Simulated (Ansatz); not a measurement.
## Ge2Bi: from a trial structure to a relaxed crystal

Computed with Ansatz 0.2.0, DFT PBE, scalar-relativistic, plane waves, PAW. Cutoff 420 eV, Γ-centred k mesh, Gaussian smearing, no spin polarisation in the final step.

The start puts Ge2Bi on the cadmium chloride structure type (R-3m, No. 166), with Bi in place of Cd, Ge in place of Cl, at a guessed volume.

```
Ge Bi
1.0
     1.87104    1.08025    5.65102
    -1.87104    1.08025    5.65102
     0.00000   -2.16049    5.65102
Ge Bi
2 1
Direct
  0.75000 0.75000 0.75000
  0.25000 0.25000 0.25000
  0.00000 0.00000 0.00000
```

Cell and atoms relax at zero pressure; the relaxation can't lower the symmetry of the start. After a coarse first stage the cell is made exact in the group found at 0.06 Å.

Formation energies are uncorrected and refer to the elements' standard structures at the same level.

(1) Which crystal results?

(2) What are its volume, energy, density and gap?

Answers

(1) It keeps R-3m (No. 166), but not the shape of the type it started on. Conventional cell: a = 3.934 Å, c = 16.904 Å. Ge is coordinated by 3 Ge at 2.62 Å; Bi has 6 Ge at 3.14 Å, 2 Ge at 3.47 Å and 6 Bi at 3.93 Å.

Space group R-3m:H (No. 166). a = 3.934 Å, b = 3.934 Å, c = 16.904 Å, α = 90.00°, β = 90.00°, γ = 120.00°
| atom | site | symmetry | x | y | z |
| --- | --- | --- | --- | --- | --- |
| Ge | 6c | 3m | 0.0000 | 0.0000 | 0.7950 |
| Bi | 3a | -3m | 0.0000 | 0.0000 | 0.0000 |

(2) The volume per atom is 25.17 Å³, the density is 7.79 g/cm³ and the energy over the elements is 0.24 eV/atom. The gap on the 12×12×12 mesh is 0 eV (a metal).

The final run used a 12×12×12 mesh on its 3-atom cell and 0.10 eV smearing. For metals, differences of a few meV/atom aren't resolved. Spin–orbit coupling is left out. A structure relaxed within its symmetry needn't be a true minimum.

Cost: 3 runs of about 2.2 core-minutes in all, on Arm Neoverse V2 (shared hosts).